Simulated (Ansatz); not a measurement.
# C2H4Cl2 (1,1-dichloroethane): a line through the functionals

C2H4Cl2: 8 atoms, total charge 0, spin state singlet. As SMILES, `CC(Cl)Cl`. Geometry: relaxed at PBE0-D4/def2-TZVP.

The HOMO–LUMO gap y, in eV, basis cc-pVDZ; a is the functional's share of exact exchange. Programs: Ansatz 0.2.0.

| functional | program | a | y (eV) |
| --- | --- | --- | --- |
| r2SCAN | Ansatz | 0 | 6.91 |
| BLYP | Ansatz | 0 | 6.28 |
| B3LYP | Ansatz | 0.2 | 8.32 |
| r2SCAN0 | Ansatz | 0.25 | ? |
| PBE0 | Ansatz | 0.25 | 8.88 |
| BHLYP | Ansatz | 0.5 | 11.33 |

Q: Fit y = c + s·a to the known rows and predict r2SCAN0.

A: 
1. Means of the 5 rows: a = 0.1900, y = 8.344.
2. Σ(Δa)² = 0.172, Σ(Δa·Δy) = 1.6222, so the slope is 1.6222/0.172 = 9.4314.
3. Intercept: 8.344 − (9.4314) × 0.1900 = 6.552. The largest residual of the fit is 0.36.
4. r2SCAN0: 6.552 + (9.4314) × 0.25 = 8.91 eV.

The run gave 9.23 eV, so the prediction is off by -0.32 eV, within the scatter of the fit. Exact exchange lowers occupied levels and raises empty ones. The rows mix families of semi-local functionals, which the line can't see.
